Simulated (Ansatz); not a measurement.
`CCC(F)(F)F` → `CC(F)C(F)F`  (isomerisation)

Calculated with Ansatz (gas phase, PBE0-D4/def2-TZVP geometries, no zero-point term in ΔE). CCSD(T)/CBS is the MP2 limit (def2-TZVPP, def2-QZVPP) plus CCSD(T) − MP2 in def2-TZVPP, frozen cores. DFT in def2-TZVPP. B3LYP here is the variant with VWN-RPA as its local correlation; programs differ in this. Each species was taken in one conformer, which may not be the lowest.

| level | ΔE (kJ/mol) |
| --- | --- |
| PBE-D4 | 58.9 |
| B3LYP-D4 | 55.5 |
| BLYP | 51.4 |
| B3LYP | 55.3 |

Q: What does CCSD(T)/CBS give? (Estimate.)

A: Computed: +59.4 kJ/mol. The listed levels differ from it by -0.5, -3.9, -8.0, -4.1 kJ/mol.

Q: What do rigid-rotor, harmonic-oscillator terms from PBE0-D4/def2-TZVP frequencies (298.15 K, 1 bar) make of the CCSD(T)/CBS value? (Best estimate.)

A: Ansatz gave: ΔZPE = +1.0 kJ/mol, ΔH = +60.8 kJ/mol, ΔS = 4 J/(mol·K), ΔG = +59.5 kJ/mol.

Largest T1 diagnostic among the species: 0.011.

At CCSD(T), def2-SVP lies +12.8 kJ/mol from the extrapolated value and def2-TZVPP +1.9 kJ/mol. From PBE to PBE0 (25 % exact exchange), in def2-TZVPP and without D4, ΔE moves by +3.7 kJ/mol.
